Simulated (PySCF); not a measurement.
Compound: C5H10.
Cartesian coordinates in Å at the PBE0-D3(BJ)/def2-SVP level; atoms count from 1:
```
atom  x, y, z in Å
C1    -2.0983   -0.5391    0.3984
C2    -1.3837    0.6743   -0.1007
C3    -0.1181    0.7579   -0.5304
C4     0.9026   -0.3359   -0.5986
C5     2.0723   -0.1090    0.3563
H6    -2.9864   -0.7550   -0.2191
H7    -1.4656   -1.4372    0.4026
H8    -2.4664   -0.3820    1.4260
H9    -1.9779    1.5962   -0.1134
H10    0.2366    1.7448   -0.8543
H11    1.2905   -0.3945   -1.6313
H12    0.4399   -1.3137   -0.3941
H13    1.7305   -0.0977    1.4026
H14    2.8327   -0.8984    0.2542
H15    2.5654    0.8567    0.1612
```

Level of theory: TDDFT CAM-B3LYP/def2-SVPD, vertical, gas phase, core orbitals frozen in the response (PySCF 2.14.0, density-fitted response routines).

Each state is given a Gaussian of 0.3 eV full width at half maximum, with ε(max) = 2.175×10⁸ f / Δν̃ (Δν̃ the width in cm⁻¹). The width is an assumption, not a result. The curve ends short of the highest state used, and states not computed would add to its high-energy end.

```tsv
E (eV)	ε (L mol⁻¹ cm⁻¹)
6.32	5
6.36	14
6.40	37
6.45	106
6.49	221
6.53	416
6.58	802
6.62	1213
6.66	1665
6.71	2170
6.75	2441
6.79	2595
6.84	2845
6.88	3466
6.92	4948
6.97	8703
7.01	13518
7.06	21368
7.10	28030
7.14	33644
7.19	37413
7.23	37185
7.27	34400
7.32	28698
7.36	23551
7.40	18626
7.45	13251
7.49	9707
7.53	6888
7.58	4436
```

Problem. Locate the maxima and give the states behind the curve.

Solution. 172 nm (7.21 eV), ε about 38000, made up of S2 (91%) (ε in L mol⁻¹ cm⁻¹; maxima over ε = 5, shares over 10%). The states used: S1 6.77 eV (f 0.026); S2 7.19 eV (f 0.385); S3 7.39 eV (f 0.111); S4 7.77 eV (f 0.025); S5 8.10 eV (f 0.0004); S6 8.18 eV (f 0.024).

Problem. What would ε be at 7.21 eV, the highest of these maxima, with half the width (0.15 eV)?

Solution. About 65500 L mol⁻¹ cm⁻¹ against 37700, a factor of about 1.7; a lone state at its own centre would give exactly 2.

Problem. Does any computed singlet lie in the visible range?

Solution. No computed singlet lies in the visible range (380 to 750 nm); the lowest, at 183 nm, stands 3.50 eV above its violet end (3.26 eV).

Problem. Coming from long wavelengths, where does ε first pass 100 L mol⁻¹ cm⁻¹?

Solution. At about 192 nm (6.45 eV), 0.32 eV below S1.

One conformer stands for the species.
